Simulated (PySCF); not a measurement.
# C2H2ClF3 (trans-1-Chloro-1,1,2-Trifluoroethane): the cost of one run

Programs: PySCF 2.14.0, with density-fitted response routines of our own. Each step states its level of theory. These are calculated values for one molecule in the gas phase, unless marked as measured. Atoms count from 0, in the outputs and in this text.

## Step 1: Starting geometry

8 atoms, charge 0, multiplicity 1; geometry from: MMFF94s. The atoms were then displaced at random by about 0.03 Å, so the start is not that level's minimum.

Bonds of the start (Å): F0–C1 1.39, C1–C2 1.47, C2–F3 1.41, C2–F4 1.39, C2–Cl5 1.82, C1–H6 1.09, C1–H7 1.10.

## Step 2: Geometry optimisation at PBE0-D3(BJ)/def2-SVP

Job settings and geometry (Å):

```
{"job": {"xc": "PBE0", "basis": "def2-SVP", "d3": "d3bj", "grid": 1, "shake": 0.03, "kind": "geom"}, "charge": 0, "multiplicity": 1}
F     -1.344490    -1.216510    -0.045830
C     -0.806960     0.064330    -0.090230
C      0.651810    -0.091190     0.050570
F      1.099300    -0.697540     1.238120
F      1.205830    -0.878090    -0.950270
Cl     1.513840     1.510520     0.037820
H     -1.187190     0.663130     0.732730
H     -0.993920     0.559690    -1.056620
```

Launch:

```sh
> OMP_NUM_THREADS=1 python probes_run.py task.json out
```

The driver reads the jobs from task.json and runs them one after another.

Q: Estimate the wall time and peak memory of this first job on 1 thread of Arm Neoverse N1, shared host.

About 44 s, with a peak of 0.4 GiB.
